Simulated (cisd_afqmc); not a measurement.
Input (AFQMC/CISD/aug-cc-pVDZ; cisd_afqmc is a phaseless AFQMC code with CISD trial states that reads the integrals written by Ansatz):

Ansatz 0.2 input:
```python
import cisd_afqmc

open("ham.yaml", "w").write("""\
crystal:
  periodic: [false, false, false]
  atoms:
    - {symbol: F, position_ang: [0.00315187, -0.01950792, -1.82364969]}
    - {symbol: C, position_ang: [-0.00000000, -0.00000000, -0.00000000]}
    - {symbol: H, position_ang: [1.06960586, 0.00217732, 0.00182534]}
    - {symbol: H, position_ang: [-0.53667152, 0.92516554, -0.01082421]}
    - {symbol: H, position_ang: [-0.53293434, -0.92734286, 0.00899887]}
    - {symbol: F, position_ang: [-0.00315187, 0.01950792, 1.82364969]}
basis:
  gaussian:
    orbitals: aug-cc-pVDZ
total_charge: -1
magnetization: {spin_polarized: false}
correlation: {method: ccsd, electrons: outside_noble_gas, hamiltonian_folder: ham}
""")
rep = cisd_afqmc.ansatz("ham.yaml")
e_ccsd = rep["correlation"]["coupled_cluster"]["energy"]["hartree"]
out = cisd_afqmc.run("ham", e_ccsd, trial="CISD", walkers=100, populations=8, threads=8, dt=0.005, steps=40, early=24, settle=10, least=32,
    cut=5e-5, rank_cut=2e-4, target=0.0004, seconds=1500, seed=1, memory=12960, gpu=False)
```

Output:

```
orbitals 93, occupied [11], factors 568 of 907, rank of the doubles 298 of 902
E(HF) = -238.477025
E(CCSD) on the cut factors = -239.101528, shift to the whole factors -0.000009
Energy of the trial state on the determinant = -239.101568
  tau behind 7.2 of longer steps, mean of the populations' last blocks
   2.0  -239.12575
   4.0  -239.12076
   6.0  -239.12014
   8.0  -239.12802
  10.0  -239.12360
  12.0  -239.12495
  14.0  -239.12148
  16.0  -239.12158
  18.0  -239.12360
  20.0  -239.12402
  22.0  -239.12580
  24.0  -239.12641
  26.0  -239.12128
  28.0  -239.12602
  30.0  -239.12424
  32.0  -239.12235
  34.0  -239.12266
  36.0  -239.12420
  38.0  -239.12266
  40.0  -239.12123
  42.0  -239.12070
blocks 1769 (1 outliers left out), error by blocks joined: 1: 0.00024, 2: 0.00028, 4: 0.00033, 8: 0.00037, 16: 0.00040
E(AFQMC/CISD) = -239.12313 +/- 0.00040
```
